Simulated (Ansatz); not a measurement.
# H3NSSi: ionisation energy by level of theory

How much energy removes an electron from H3NSSi at fixed geometry? The cation is run at each level and the neutral's energy taken from earlier runs.

Program: Ansatz 0.2.0, Gaussian basis. Level of theory: unrestricted cation, the program's frozen cores in correlated methods. These are calculated values, not measurements.

The runs, in order: UKS PBE-D4/def2-TZVPP; UKS r2SCAN-D4/def2-TZVPP; UKS PBE0-D4/def2-TZVPP; UKS B3LYP-D4/def2-TZVPP; UKS wB97X-V/def2-TZVPP; UKS wB97M-V/def2-TZVPP; UKS B2PLYP/def2-TZVPP; UHF-CCSD(T)/def2-TZVPP; UHF-MP2/def2-QZVPP; extrapolation to the limit; then −ε(HOMO) from the neutral's earlier runs with LDA (SPW92), PBE-D4, revPBE-D4, BLYP-D4, r2SCAN-D4, B97M-V, PBE0-D4, B3LYP-D4, r2SCANh-D4, r2SCAN0-D4, HSE06-D4, BHLYP-D4, CAM-B3LYP-D4, LC-ωPBE, ωB97X-V, ωB97M-V.

## 1. Structure used throughout

All runs share one geometry, relaxed beforehand with PBE0-D4 in a triple-zeta def2 set.

6 atoms, charge 0, spin multiplicity 1.

Atoms are counted from 1 here; the program's logs count them from 0.

Bond lengths: N1–Si2 1.708 Å, N1–H4 1.009 Å, N1–H5 1.008 Å, Si2–S3 2.160 Å, S3–H6 1.342 Å. Angles: Si2–N1–H4 127.9°, Si2–N1–H5 120.0°, H4–N1–H5 112.1°, N1–Si2–S3 97.2°, Si2–S3–H6 93.7°.

## 2. Cation, UKS PBE-D4/def2-TZVPP

Contents of in.yaml:

```yaml
crystal:
  periodic: [false, false, false]
  atoms:
    - {symbol: N, position_ang: [-0.870183, 0.238854, -0.783902]}
    - {symbol: Si, position_ang: [0.167831, -0.981958, -0.192429]}
    - {symbol: S, position_ang: [1.209307, 0.229730, 1.261830]}
    - {symbol: H, position_ang: [-0.920698, 1.203517, -0.492540]}
    - {symbol: H, position_ang: [-1.533362, 0.027147, -1.512428]}
    - {symbol: H, position_ang: [1.989304, -0.781191, 1.673268]}
basis:
  gaussian: {orbitals: def2-TZVPP}
total_charge: 1
magnetization: {spin_polarized: true, initial_magnetization: 1}
hamiltonian: {xc: pbe, dispersion: d4}
```

Run with:

```console
ansatz run in.yaml --threads 4 --pin off --events-out ev --progress --plain --max-ram 10444MiB
```

The runs that follow: Cation, UKS r2SCAN-D4/def2-TZVPP; Cation, UKS PBE0-D4/def2-TZVPP; Cation, UKS B3LYP-D4/def2-TZVPP; Cation, UKS wB97X-V/def2-TZVPP; Cation, UKS wB97M-V/def2-TZVPP; Cation, UKS B2PLYP (frozen core)/def2-TZVPP; Cation, UHF-CCSD(T)/def2-TZVPP; Cation, UHF-MP2/def2-QZVPP.

**Question.** What will the summary of the whole plan be? Wanted: ionisation energy, CCSD(T)/CBS; nearest functional by difference; nearest −ε(HOMO); −ε(HOMO) of PBE; T1 of the cation.

The runs gave:

| quantity | value |
| --- | --- |
| ionisation energy, CCSD(T)/CBS | 9.01 eV |
| nearest functional by difference | ωB97M-V (-0.11 eV) |
| nearest −ε(HOMO) | ωB97X-V (-0.14 eV) |
| −ε(HOMO) of PBE | 5.60 eV |
| T1 of the cation | 0.020 |

**Reading.** Energy differences with functionals land within 0.36 eV of the reference. The PBE orbital energy is 3.4 eV too small: a semilocal HOMO is no ionisation energy. Among orbital estimates ωB97X-V comes nearest. Hartree-Fock falls 1.06 eV short, as the neutral has more correlation energy than the cation. The cation may have settled in a state other than its lowest; no search over hole states beyond the program's own was made.
